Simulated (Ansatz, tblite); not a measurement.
Removing an electron: AlCl2H (AlHCl₂). The state is a singlet with charge 0. Geometry: PBE0-D4/def2-TZVP. Ansatz, gas phase; energy differences of separate SCF runs; the oxidised species was run as a doublet alone.

Cartesian coordinates in Å:
```
Al 0.047 -0.134 -0.001
Cl -1.632 0.398 1.112
Cl 1.017 1.343 -1.104
H 0.567 -1.608 -0.007
```

The xTB rows come from tblite. Correlated methods freeze 15 core orbitals. In CCSD on the charge 1 doublet the largest single amplitude is 0.28, so its Hartree–Fock determinant may place the open shell otherwise than the density functionals do. HOMO above LUMO, or a gap near zero within one spin, warns that the state may not be the lowest or that an electron is smeared out.

```json
{"level": "GFN1-xTB", "−HOMO (eV)": "12.80", "vertical IE (eV)": "15.52", "−LUMO (eV)": "7.18", "HOMO–LUMO gap (eV)": "5.62", "remarks": "–"}
{"level": "GFN2-xTB", "−HOMO (eV)": "11.94", "vertical IE (eV)": "14.94", "−LUMO (eV)": "7.07", "HOMO–LUMO gap (eV)": "4.87", "remarks": "–"}
{"level": "r2SCAN-D4/def2-TZVP", "−HOMO (eV)": "8.31", "vertical IE (eV)": "11.27", "−LUMO (eV)": "1.86", "HOMO–LUMO gap (eV)": "6.45", "remarks": "gap within one spin near zero (+1 doublet)"}
{"level": "PBE0-D4/def2-TZVP", "−HOMO (eV)": "9.31", "vertical IE (eV)": "11.50", "−LUMO (eV)": "1.43", "HOMO–LUMO gap (eV)": "7.88", "remarks": "–"}
{"level": "CCSD/def2-TZVPP", "−HOMO (eV)": "–", "vertical IE (eV)": "12.05", "−LUMO (eV)": "–", "HOMO–LUMO gap (eV)": "–", "remarks": "large T1 (0.050) (+1 doublet)"}
{"level": "CCSD(T)/def2-TZVPP", "−HOMO (eV)": "–", "vertical IE (eV)": "11.93", "−LUMO (eV)": "–", "HOMO–LUMO gap (eV)": "–", "remarks": "large T1 (0.050) (+1 doublet)"}
```

Run but left out: HF/def2-TZVPP, MP2/def2-TZVPP (charge +1 doublet: a determinant that CCSD turns far, T1 0.050); PBE-D4/def2-TZVP (charge +1 doublet: an occupied level 0.04 eV above an empty one).  Raw xTB energy differences between charge states are shifted by several eV; the methods need an empirical correction for them.
